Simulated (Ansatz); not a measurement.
# CH3Cl: the cost of one run

Computed with Ansatz 0.2.0 (DFT PBE0, Gaussian basis def2-TZVPP, and further levels as typed in the inputs, unless a step's input says otherwise).

**1. The system as given**

Bond lengths: C1–Cl2 1.767 Å, C1–H3 1.092 Å, C1–H4 1.092 Å, C1–H5 1.092 Å. Angles: Cl2–C1–H3 109.1°, Cl2–C1–H4 109.1°, Cl2–C1–H5 109.1°, H3–C1–H4 109.9°, H3–C1–H5 109.9°, H4–C1–H5 109.9°.

Coordinates:

```xyz
5

C    -0.1391    0.0040    0.0037
Cl    1.6265   -0.0473   -0.0429
H    -0.5343   -0.4945   -0.8841
H    -0.4876   -0.5084    0.9031
H    -0.4656    1.0461    0.0203
```

**2. Relaxing the atoms: CH3Cl**

input.yaml

```yaml
relax:
  f_tol: 0.001
  max_steps: 200
crystal:
  periodic: [false, false, false]
  atoms:
    - { symbol: C, position_ang: [-0.13907, 0.00404, 0.00367] }
    - { symbol: Cl, position_ang: [1.62654, -0.0473, -0.04288] }
    - { symbol: H, position_ang: [-0.53428, -0.49453, -0.8841] }
    - { symbol: H, position_ang: [-0.48756, -0.50837, 0.90305] }
    - { symbol: H, position_ang: [-0.46563, 1.04615, 0.02027] }
basis:
  gaussian: { orbitals: def2-TZVPP }
hamiltonian:
  xc: pbe0
```

Run with:

```console
> ansatz run input.yaml --threads 4 --pin off --max-ram 14336MiB --backend cpu --events-out ev --progress --plain --runs-dir out
```

What time and memory should one allow on 4 threads of Intel Xeon Platinum 8375C at 2.90GHz (Ice Lake), shared host?

About 5.7 s, with a peak of 0.18 GiB.
